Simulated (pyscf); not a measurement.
HO–SiH₃ (SMILES O[SiH3]) + HO–GaH₂ (SMILES [OH][GaH2]) → H₃Si–O–GaH₂ (SMILES [SiH3][O][GaH2]) + H₂O (SMILES O), a four-centre exchange (singlet surface; H–O, Ga–O broken, Ga–O, H–O formed). Structures and frequencies: ωB97X-D3(BJ)/def2-SVP in PySCF. Energies in kJ/mol from the separated reactants.

Small-basis levels: PySCF, no dispersion term, spherical d functions. AM1 to PM7: differences of heats of formation from MOPAC, which are fitted to 298 K values and so differ in kind from electronic energies by zero-point and thermal terms. Cost: rough CPU time at the saddle relative to B3LYP/6-31G*+LANL2DZ, from one job on a shared machine.

```json
[
 {"level": "HF/STO-3G", "barrier": "(withheld)", "reaction energy": "-11.8", "cost": "0.07"},
 {"level": "HF/6-31G*+LANL2DZ", "barrier": "-22.0", "reaction energy": "-21.5", "cost": "0.1"},
 {"level": "SVWN5/6-31G*+LANL2DZ", "barrier": "-118.8", "reaction energy": "-5.1", "cost": "0.9"},
 {"level": "PBE/6-31G*+LANL2DZ", "barrier": "-71.7", "reaction energy": "-4.7", "cost": "1"},
 {"level": "B3LYP/STO-3G", "barrier": "-177.6", "reaction energy": "-4.4", "cost": "1.0"},
 {"level": "B3LYP/LANL2DZ", "barrier": "(withheld)", "reaction energy": "-14.7", "cost": "0.7"},
 {"level": "PM7", "barrier": "-64.9", "reaction energy": "-91.6", "cost": "under 0.02"},
 {"level": "ωB97M-D3(BJ)/def2-TZVP", "barrier": "(withheld)", "reaction energy": "-13.1", "cost": "–"}
]
```

Task: Complete the blanks.

Result: 
- HF/STO-3G, barrier: -131.4
- B3LYP/LANL2DZ, barrier: -88.9
- ωB97M-D3(BJ)/def2-TZVP, barrier: -42.2

Against the last row the barrier runs from -135.5 (B3LYP/STO-3G) to +20.2 kJ/mol (HF/6-31G*+LANL2DZ). ωB97M-D3(BJ)/def2-TZVP has limits of its own. On the reactant side the descent ends in an adduct with a Ga–O contact, 67.7 kJ/mol under the separated species and 16.6 kJ/mol under the saddle at ωB97X-D3(BJ)/def2-TZVP. On the product side the descent ends in an adduct with a Ga–O contact, 74.8 kJ/mol under the separated species and 42.3 kJ/mol under the saddle at ωB97X-D3(BJ)/def2-TZVP. At ωB97M-D3(BJ) the saddle lies under the separated reactants, which points to a path from their complex (located at ωB97X-D3(BJ) alone). At ωB97M-D3(BJ) the saddle lies under the separated products, which points to a path from their complex (located at ωB97X-D3(BJ) alone). What is counted as formed (Ga–O) is already present as a longer contact in the reactant adduct; forming that adduct is a step of its own. What is counted as broken (Ga–O) persists as a longer contact in the product adduct; parting that adduct is a step of its own. At ωB97X-D3(BJ)/def2-TZVP the barrier from the zero used here is -51.1 kJ/mol. One saddle was located; it need not be the lowest between these sides. In the def2 sets elements up to Kr have no core potential.
